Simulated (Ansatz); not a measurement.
The input, for Ansatz 0.2.0:

```yaml
crystal:
  periodic: [false, false, false]
  atoms:
    - {symbol: N, position_ang: [-1.814006, -0.010862, -0.016905]}
    - {symbol: H, position_ang: [-2.111286, 0.956972, -0.016905]}
    - {symbol: H, position_ang: [-2.111285, -0.413161, 0.863355]}
    - {symbol: H, position_ang: [-0.713006, -0.010861, -0.016905]}
    - {symbol: Cl, position_ang: [0.856994, -0.010861, -0.016905]}
basis:
  gaussian: {orbitals: cc-pVDZ}
magnetization: {spin_polarized: false, initial_magnetization: 1}
correlation: {method: sc_nevpt2, electrons: outside_noble_gas, active_space: {window: {electrons: 15, orbitals: 11}, shells: [{species: Cl, l: s, shell: 3}, {species: Cl, l: p, shell: 3}, {species: H, l: s, shell: 1}, {species: "N", l: s, shell: 2}, {species: "N", l: p, shell: 2}]}}
```

```sh
$ ansatz run in.yaml --threads 1 --pin off --events-out ev --progress --plain --max-ram 2393MiB
```

Output:

```
890 factors; integrals over basis functions are off by at most 2.6e-7 eV
mean field evaluation 1: about -14029.8968 eV, gradient 1.7e1 eV
mean field evaluation 2: about -14029.8976 eV, gradient 1.7e1 eV
mean field evaluation 4: about -14030.6385 eV, gradient 2.8e0 eV
mean field evaluation 8: about -14030.6648 eV, gradient 9.3e-2 eV
mean field evaluation 16: about -14030.6847 eV, gradient 4.8e-1 eV
mean field evaluation 32: about -14030.7407 eV, gradient 1.3e-2 eV
mean field evaluation 64: about -14030.6997 eV, gradient 5.9e-6 eV
mean field evaluation 96: about -14030.2315 eV, gradient 5.0e0 eV
mean field -14030.74069624 eV, -515.6202102094 hartree, gradient 2.4e-6 eV, S^2 0.750000; 12 other end points of the search recorded, 0 dependent functions left out
reference -14030.74069624 eV, -515.6202102094 hartree; 14, 13 occupied and 33, 34 virtual orbitals, 890 factors
state -14033.09792835 eV, -515.7068368914 hartree
state -14033.09792835 eV, -515.7068368914 hartree; corrected -14039.14606048 eV, -515.9291016477 hartree
Total energy: -14039.14606048 eV, -515.9291016477 hartree
Checks for a lower state left out: starts, orbital_swaps
```

Natural occupations: 1.9999 1.9998 1.9991 1.9932 1.9777 1.9769 1.9715 1.0047 0.0318 0.0229 0.0227.

For the same geometry and basis UCCSDT(Q) lies 1544.2 meV lower.

Ran on 1 thread of AMD EPYC 9R45, shared host: 3.2 s wall, 0.17 GiB peak host memory.
